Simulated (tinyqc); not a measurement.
Inside a calculation. Method: RHF in the sto-3g basis, for H2O, spin multiplicity 1. One step of it, computed by the program tinyqc.

Problem. Iteration 2: DIIS coefficients. Solve [B -1; -1 0][c; lambda] = [0; -1] for the coefficients, which sum to one.

B (overlaps of the stored error matrices):
```
,1,2
1,2.9589377e+00,1.8834049e-02
2,1.8834049e-02,2.7827153e-01
```

Give: DIIS coefficients.

Solution.

DIIS coefficients: 0.081  0.919
